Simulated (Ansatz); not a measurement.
SO, triplet: reading a ladder of total energies

Geometry: MP2(full)/6-31G*, from the G2/97 set.

```yaml
atoms:
  - { symbol: O, position_ang: [0.0000, 0.0000, 0.0000] }
  - { symbol: S, position_ang: [0.0000, 0.0000, 1.5240] }
```

Basis STO-3G; Ansatz 0.2.0. Correlated methods freeze the noble-gas cores, which leaves 12 electrons in 8 orbitals. R marks a restricted (for open shells ROHF) determinant, U an unrestricted one.

Full CI is exact within this basis and frozen core; it isn't the basis-set limit. The frozen core follows each run's orbitals, which can shift R against U totals by a few meV.

The cluster runs stand on a determinant 0.17 eV above the lowest UHF solution, chosen by trial CCSD; the correlation energy below is counted from it.

Runs differ by some tens of microhartree through their thresholds and, for an open shell, their frozen cores, so steps under 0.1 kcal/mol mean nothing.

```
                                 level  total energy (hartree)
UHF determinant under the cluster runs             -466.959464
                                  UMP2             -467.042803
                                UCCSD*             -467.053717
                             UCCSD(T)*             -467.054542
                               UCCSDT*             -467.054780
                            UCCSDT(Q)*             -467.055591
                              UCCSDTQ*             -467.056072
                               full CI             -467.056055
```

Q: What is the correlation energy at full CI, and what share of it do UMP2 and UCCSDT(Q) recover?

A: E(corr) = -467.056055 − (-466.959464) = -0.096591 hartree = -2.628 eV. UMP2: -0.083339 / -0.096591 = 86.28 %. UCCSDT(Q): -0.096127 / -0.096591 = 99.52 %.

Q: By how many kcal/mol does UCCSD(T) miss full CI (1 hartree = 627.509 kcal/mol), and which steps make up the rest?

A: -467.054542 − (-467.056055) = 0.001513 hartree = 0.95 kcal/mol. Steps: UCCSDT − UCCSD(T) = -0.15, UCCSDT(Q) − UCCSDT = -0.51, UCCSDTQ − UCCSDT(Q) = -0.30, full CI − UCCSDTQ = 0.01 kcal/mol. With more than one leading determinant such errors change with state and geometry, and needn't cancel in differences.

An asterisk marks runs whose energy the program itself flagged as in doubt.
